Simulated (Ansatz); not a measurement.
Process, species as SMILES: C(=C)Cl → C=[C-]Cl + H+
B3LYP-D3(BJ)/def2-TZVP geometries, fixed; electronic energies without zero-point terms.

The deprotonation energy at MP2 with Ansatz (an electronic-structure program), in kcal/mol, split into its Hartree-Fock and correlation parts. Cores are frozen. The proton leaves the site shown, which need not be the most acidic. No added dispersion term, no relativity. Functions are those of the species that has most.

```
basis            X  functions  Hartree-Fock     MP2
---------------  -  ---------  ------------  ------
aug-cc-pV(D+d)Z  2        105        390.55  386.69
aug-cc-pV(T+d)Z  3        216        393.65  389.85
aug-cc-pV(Q+d)Z  4        387        394.09  390.13
```

Worked estimate of the basis-set limit from each neighbouring pair, with Hartree-Fock from the larger set and the correlation part extrapolated as X^-3.
Correlation parts: X = 2: -3.86, X = 3: -3.80, X = 4: -3.96.
- (2,3): (27·(-3.80) - 8·(-3.86))/19 = -3.77; with Hartree-Fock 393.65 the estimate is 389.88 kcal/mol.
- (3,4): (64·(-3.96) - 27·(-3.80))/37 = -4.08; with Hartree-Fock 394.09 the estimate is 390.01 kcal/mol.
The last two estimates differ by 0.14 kcal/mol; the largest set lies 0.12 from the last. Over the last step Hartree-Fock moves by 0.44 and the correlation part by -0.16.
